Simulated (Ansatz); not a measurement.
# CH2F2 (singlet): wave-function methods side by side, 6-31G*

How much of the correlation energy of CH2F2 (singlet) does each wave-function method recover here?

Method: 6-31G*, core rule «outside noble gas», up to 3 orbitals frozen; program: Ansatz 0.2.0, Gaussian basis.

Plan: UHF; CCSD(T) on RHF; BCCD(T) on RHF; CISD; CCSDT(Q) on RHF; CASSCF and MRCISD+Q, 16 electrons in 12 orbitals; CASSCF and NEVPT2, 16 electrons in 12 orbitals.

22 further runs of the same task are left out: 4 for a known fault of the program, 1 that didn't finish, 17 set aside as unsound or not needed.

### Step 1. What is computed

The geometry is an MP2(full)/6-31G* stationary point (not a proven minimum).

5 atoms, charge 0, spin multiplicity 1.

Atoms are counted from 1 here; the program's logs count them from 0.

Bond lengths: C1–F2 1.364 Å, C1–F3 1.364 Å, C1–H4 1.091 Å, C1–H5 1.091 Å. Angles: F2–C1–F3 108.9°, F2–C1–H4 108.8°, F2–C1–H5 108.8°, F3–C1–H4 108.8°, F3–C1–H5 108.8°, H4–C1–H5 112.8°.

### Step 2. UHF

in.yaml reads:

```yaml
crystal:
  periodic: [false, false, false]
  atoms:
    - {symbol: C, position_ang: [0.000000, 0.000000, 0.556162]}
    - {symbol: F, position_ang: [0.000000, 1.109716, -0.237342]}
    - {symbol: F, position_ang: [0.000000, -1.109716, -0.237342]}
    - {symbol: H, position_ang: [-0.908369, 0.000000, 1.159958]}
    - {symbol: H, position_ang: [0.908369, 0.000000, 1.159958]}
basis:
  gaussian: {orbitals: "6-31G*"}
magnetization: {spin_polarized: true, initial_magnetization: 0}
hamiltonian: {xc: hf}
output: {orbitals: {seedname: orbitals}}
```

On the command line:

```console
$ ansatz run in.yaml --threads 1 --pin off --events-out ev --progress --plain --max-ram 4160MiB --backend cpu
```

After this run come: CCSD(T) on RHF; BCCD(T) on RHF; CISD; CCSDT(Q) on RHF; CASSCF and MRCISD+Q, 16 electrons in 12 orbitals; CASSCF and NEVPT2, 16 electrons in 12 orbitals.

Q: Predict the results of all the runs planned. Wanted: RCCSDT(Q) below the RHF energy; RMP2 from RCCSDT(Q); RCCSD from RCCSDT(Q); RCCSD(T) from RCCSDT(Q); NEVPT2 valence from RCCSDT(Q); MRCISD+Q valence from RCCSDT(Q); T1 diagnostic; effectively unpaired electrons.

**Answer**, as computed:

```
                         quantity                      value
   RCCSDT(Q) below the RHF energy                -13.4719 eV
              RMP2 from RCCSDT(Q)                 +704.0 meV
             RCCSD from RCCSDT(Q)                 +309.4 meV
          RCCSD(T) from RCCSDT(Q)                  +37.6 meV
    NEVPT2 valence from RCCSDT(Q)                +1158.1 meV
  MRCISD+Q valence from RCCSDT(Q)                 +149.2 meV
levels within 1 kcal/mol (43 meV)  RCCSD(T), BCCD(T), RCCSDT
                    T1 diagnostic                      0.011
   effectively unpaired electrons                       0.02
```

What this shows: RCCSD(T) misses by +37.6 meV, 0.3 % of the correlation energy. One determinant dominates. Of the multireference levels listed MRCISD+Q valence comes nearest in total energy (+149.2 meV), which doesn't show that its space is the better one. These misses are within one basis, not against nature.
